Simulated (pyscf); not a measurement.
A first-order saddle from PySCF, ωB97X-D3(BJ)/def2-SVP:

```xyz
6

B     -0.0395     0.4155     0.2739
Cl     1.9373     0.7039    -0.0960
H     -0.3281     1.0141     1.2738
H     -0.6344     0.4985    -0.7656
F      0.3067    -1.0530     0.5932
H      1.4011    -0.6633     0.3308
```
Charge 0, spin multiplicity 1.

Surface: singlet, charge 0. Lowest wavenumbers (cm⁻¹): 967i, 495, 545, 718, 790.

### Question
Which two sides does it connect, and which bonds change?

### Answer
`[BH2][Cl]` + `[FH]` <-> `[BH2][F]` + `[ClH]`, a four-centre exchange read from left to right: B–Cl, F–H broken and B–F, Cl–H formed. At CCSD(T)/def2-TZVPP + ΔMP2(QZVPP) it lies +44.8 kJ/mol from the left side and +90.8 kJ/mol from the right (each side as separated species at their lowest minima found). This is the saddle that the search found; another between the same sides may lie lower. The CCSD(T) − MP2 part came from Ansatz, without density fitting, on the same reference.
